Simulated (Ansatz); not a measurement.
Geometry optimisation, Ansatz, RKS PBE-D4/def2-SVP.

Input file:

```yaml
crystal:
  periodic: [false, false, false]
  atoms:
    - { symbol: B, position_ang: [0.0, 0.0, 0.0] }
    - { symbol: O, position_ang: [0.9238, 0.0, 1.3186] }
    - { symbol: H, position_ang: [0.0143, -0.2814, 1.6557] }
    - { symbol: H, position_ang: [1.3899, 0.0, 0.0173] }
    - { symbol: F, position_ang: [-1.1431, 0.0, -0.66] }
basis:
  gaussian: { orbitals: def2-SVP }
hamiltonian:
  xc: pbe
  dispersion: d4
relax:
  f_tol: 0.15
  max_steps: 25
  restrain:
    - { distance: [1, 3], at: 2.21, k: 30.0 }
    - { distance: [0, 1], at: 1.41, k: 30.0 }
    - { distance: [0, 3], at: 1.19, k: 30.0 }
```

Run as:

```bash
$ ansatz run input.yaml --threads 1 --pin off --max-ram 2048MiB --backend cpu --events-out ev --progress --plain --runs-dir out
```

Task: Where does it end, and by what steps?

Result: The run converged. The restraints hold the end off the free minimum. After 6 steps the energy has fallen by 5.769 eV (the restraints' own energy left out); H4 moved furthest, 0.67 Å.

| step | energy less start (eV) | largest force component (eV/Å) | accepted |
| --- | --- | --- | --- |
| 0 | 0.0000 | 7.829 | yes |
| 1 | -2.4246 | 5.700 | yes |
| 2 | -4.0518 | 4.435 | yes |
| 3 | -5.4672 | 2.086 | yes |
| 4 | -5.6686 | 2.620 | yes |
| 5 | -5.7437 | 1.164 | yes |
| 6 | -5.7690 | 1.134 | yes |

```xyz
5
Properties=species:S:1:pos:R:3
B 0.384 -0.013 0.070
O 0.587 -0.118 1.427
H -0.265 -0.210 1.898
H 1.341 0.103 -0.642
F -0.862 -0.043 -0.422
```

Time of the run: 7.3 s on 1 thread of AMD EPYC 7R43 64-Core Processor (Zen 3) (shared host), peak memory 0.13 GiB.
